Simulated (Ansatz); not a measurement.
# Worked example: correlation energy of H$_{2}$Al–MgH, singlet

Geometry: a point of a stretch scan, not a stationary point.

```xyz
5

Al    0.0000    0.0000    1.2969
Mg    0.0000    0.0000   -1.4440
H     0.0000    1.3369    2.1797
H     0.0000   -1.3369    2.1797
H     0.0000    0.0000   -4.2570
```

Basis 6-31G; Ansatz 0.2.0. Correlated methods freeze the noble-gas cores, which leaves 8 electrons in 22 orbitals. Prefix R: restricted or restricted open-shell reference. The metal's outer-core shells are frozen, which leaves out core–valence correlation.

Full CI is exact within this basis and frozen core; it isn't the basis-set limit.

RHF is unstable: UHF (⟨S²⟩ = 0.57) lies 0.27 eV below the lowest RHF solution. Higher spins weren't run at this geometry and may lie near or lower.

RCCSD has a T1 diagnostic of 0.036 and a largest doubles amplitude of 0.21.

Runs differ by some tens of microhartree through their thresholds, so steps under 0.03 kcal/mol mean nothing.

```tsv
level	total energy (hartree)
RHF	-443.104433
RMP2	-443.167175
RCCSD	-443.202074
RCCSD(T)	-443.204150
RCCSDT	-443.205160
RCCSDT(Q)	-443.205284
RCCSDTQ	-443.205324
full CI	-443.205329
```

Q: What is the correlation energy at full CI, and what share of it do RMP2 and RCCSD recover?

A: E(corr) = -443.205329 − (-443.104433) = -0.100896 hartree = -2.746 eV. RMP2: -0.062742 / -0.100896 = 62.18 %. RCCSD: -0.097641 / -0.100896 = 96.77 %.

Q: By how many kcal/mol does RCCSD(T) miss full CI (1 hartree = 627.509 kcal/mol), and which steps make up the rest?

A: -443.204150 − (-443.205329) = 0.001179 hartree = 0.74 kcal/mol. Steps: RCCSDT − RCCSD(T) = -0.63, RCCSDT(Q) − RCCSDT = -0.08, RCCSDTQ − RCCSDT(Q) = -0.03, full CI − RCCSDTQ = 0.00 kcal/mol. That is within 1 kcal/mol of the reference in this basis, which itself misses far more of the correlation at the basis-set limit.
